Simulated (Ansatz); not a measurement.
The inner images of a band of AlF2H3 (6 atoms, charge 0, multiplicity 1) are given out of order.

Method: Ansatz, RKS PBE0-D4/6-31G*.

Image 0:

```xyz
6
Properties=species:S:1:pos:R:3
Al -0.026 0.028 0.081
H 0.028 0.450 1.637
F 1.423 0.088 -0.730
H -1.364 0.071 -0.769
F 0.038 -1.887 0.773
H 0.141 -1.647 1.685
```

Image 6:

```xyz
6
Properties=species:S:1:pos:R:3
Al -0.005 -0.584 -0.309
H 0.129 0.138 1.981
F 1.420 0.197 -0.578
H -1.377 0.135 -0.565
F 0.058 -2.187 0.080
H 0.017 -0.597 2.068
```

Problem. Put them in order from the first end to the last, with their energies above the first end.
A.
```xyz
6
Properties=species:S:1:pos:R:3
Al -0.007 -0.290 -0.031
H 0.054 -0.027 1.760
F 1.436 0.145 -0.701
H -1.372 0.133 -0.695
F 0.054 -1.913 0.689
H 0.075 -0.946 1.655
```
B.
```xyz
6
Properties=species:S:1:pos:R:3
Al -0.011 -0.143 0.026
H 0.047 0.083 1.703
F 1.437 0.131 -0.721
H -1.376 0.113 -0.719
F 0.062 -1.894 0.803
H 0.081 -1.189 1.584
```
C.
```xyz
6
Properties=species:S:1:pos:R:3
Al -0.005 -0.434 -0.136
H 0.056 -0.029 1.847
F 1.430 0.186 -0.660
H -1.368 0.161 -0.648
F 0.053 -1.989 0.504
H 0.074 -0.795 1.770
```
D.
```xyz
6
Properties=species:S:1:pos:R:3
Al -0.016 -0.040 0.058
H 0.041 0.261 1.666
F 1.430 0.114 -0.737
H -1.370 0.088 -0.748
F 0.057 -1.904 0.800
H 0.098 -1.417 1.637
```
E.
```xyz
6
Properties=species:S:1:pos:R:3
Al -0.001 -0.526 -0.242
H 0.061 0.049 1.931
F 1.427 0.203 -0.625
H -1.366 0.167 -0.597
F 0.056 -2.091 0.297
H 0.063 -0.700 1.915
```

Solution. D (+1.8 kJ/mol), B (+5.8 kJ/mol), A (-33.8 kJ/mol), C (-101.5 kJ/mol), E (-124.0 kJ/mol).

The run took 70 s on 1 thread of Arm Neoverse V1, with other jobs on the host, peak memory 0.1 GiB.
